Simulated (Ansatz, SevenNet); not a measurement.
**Ladder of methods for the cohesive energy of antiferromagnetic bcc Cr**

Reference value: 4.15 eV/atom (measured, finite-temperature (and zero-point) corrections as in the cited sets; as tabulated in Jana et al. (2018), arXiv:1807.00350).

```json
[
 {"level (code)": "SevenNet-0", "value (eV/atom)": "4.28", "cell (Å³/atom)": "11.63", "error (eV/atom)": "+0.13"},
 {"level (code)": "PBE (Ansatz)", "value (eV/atom)": "4.12", "cell (Å³/atom)": "11.77", "error (eV/atom)": "-0.03"},
 {"level (code)": "r²SCAN (Ansatz)", "value (eV/atom)": "3.49", "cell (Å³/atom)": "12.98", "error (eV/atom)": "-0.66"},
 {"level (code)": "HSE06 (Ansatz)", "value (eV/atom)": "2.79", "cell (Å³/atom)": "14.27", "error (eV/atom)": "-1.36"},
 {"level (code)": "PBE0 (Ansatz)", "value (eV/atom)": "2.80", "cell (Å³/atom)": "14.11", "error (eV/atom)": "-1.35"},
 {"level (code)": "r²SCANh (Ansatz)", "value (eV/atom)": "3.07", "cell (Å³/atom)": "13.79", "error (eV/atom)": "-1.08"}
]
```

Leaving aside SevenNet-0 (doubt noted below), HSE06 (doubt noted below), PBE0 (doubt noted below), r²SCANh (doubt noted below): Closest of the ranked levels: PBE (-0.03 eV/atom). Among them r²SCAN (-0.66 eV/atom) misses by most. Of the ranked levels only PBE lands within 0.2 eV/atom.

Free atoms are spin-polarised, in the lowest state found; at levels without +SOC their spin–orbit coupling is left out. Spin-polarised runs: PBE (opposed moments), r²SCAN (opposed moments), HSE06 (opposed moments), PBE0 (opposed moments), r²SCANh (opposed moments). SevenNet-0: free atoms can lie outside what these potentials were trained on. PBE, r²SCAN, HSE06, PBE0, r²SCANh: the commensurate order stands in for chromium's spin-density wave, and the size of the moments varies much between levels. HSE06, PBE0, r²SCANh: the cell is over a tenth larger than the published one: the level's own overestimate first of all, though another phase or state, or a fault of the published cell, is possible. HSE06, PBE0, r²SCANh: the free atom's electronic state is in doubt. Each level is taken at its own relaxed cell. Cutoffs and k meshes differ between the levels. Ansatz's density-functional and Hartree–Fock values are scalar-relativistic unless marked +SOC, with PAW data made under PBE.

Machine-learned potentials (SevenNet-0) are trained on DFT data: a solid inside that data is no test of them.

Differences are worked out from the printed values.

Ansatz is a program for electronic structure.
